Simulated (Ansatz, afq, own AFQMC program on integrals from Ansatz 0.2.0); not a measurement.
**AlH3⁺, doublet in cc-pVDZ, levels against full CI**

```yaml
atoms:
  - { symbol: Al, position_ang: [0.0000, 0.0981, 0.0000] }
  - { symbol: H, position_ang: [0.0000, 0.3881, -2.6619] }
  - { symbol: H, position_ang: [0.0000, 0.3881, 2.6619] }
  - { symbol: H, position_ang: [0.0000, -3.4012, 0.0000] }
```

Basis cc-pVDZ. Noble-gas cores (and the filled d shells of Ga–Kr and In–Xe) are frozen. AFQMC by an in-house program on the Cholesky factors that Ansatz 0.2.0 writes for its CCSD(T) run. ph-AFQMC/CISD is guided by a CISD state made of CCSD amplitudes; releasing the constraint for a short imaginary time cuts its bias at the price of noise, slowly where states lie close. Error bars are statistical, one sigma.

Determinant: ROHF, the one that the program's search chose, which needn't be the lowest solution. The geometry is a point of a scan.

Full CI on the same integrals is exact in this basis and with this determinant's frozen core.

Cautions: a spin-contaminated unrestricted determinant lies lower (UHF 5.24 eV lower, ⟨S²⟩ 1.79); the search met a lower determinant of the same kind, perhaps of another symmetry (1.97 eV lower); strong correlation (T1 0.097, weight of the determinant 0.57, largest double 0.71); the CCSD(T) amplitudes may be one of several solutions (largest double 0.71); the CCSDT(Q) amplitudes may be one of several solutions (largest double 0.76); the CCSDTQ amplitudes may be one of several solutions (largest double 0.76); the released energy hasn't reached full CI (37 meV above it at 2.40 1/Eh), so no released level is given (meV from the phaseless value at times in 1/Eh: -5 ± 6 at 0.24, -17 ± 9 at 0.51, -15 ± 5 at 0.99, -17 ± 4 at 1.62, -20 ± 5 at 2.40).

* T1 diagnostic: 0.0973
* weight of the determinant in the CISD state: 0.573
* size of the correlated space: 5 electrons in 28 orbitals

```csv
level,correlation energy (eV)
MP2,-6.6764
CCSD,-6.3310
CCSD(T),-6.4464
```

(1) Estimate where phaseless AFQMC with a CISD trial lies against CCSD(T) on the same integrals.

(1) 70.6 ± 6.9 meV above CCSD(T).

Reference: full CI, correlation energy -6.432 eV. The cautions show a poor starting determinant, so the rows tell how each method copes with it here, and full CI is the sure value.

```tsv
level	E − E(reference) (meV)	share of correlation (%)
CCSD(T)	-14.3	100.22
CCSDT	-25.0	100.39
CCSDT(Q)	2.6	99.96
CCSDTQ	0.0	100.00
ph-AFQMC/HF	1767.1 ± 36.5	72.53
ph-AFQMC/CISD	56.3 ± 6.9	99.12
```

CCSDT and higher add their correlation energy to the determinant of the CCSD(T) run, since their own runs factorise the integrals more tightly (a shift of under 2 meV).
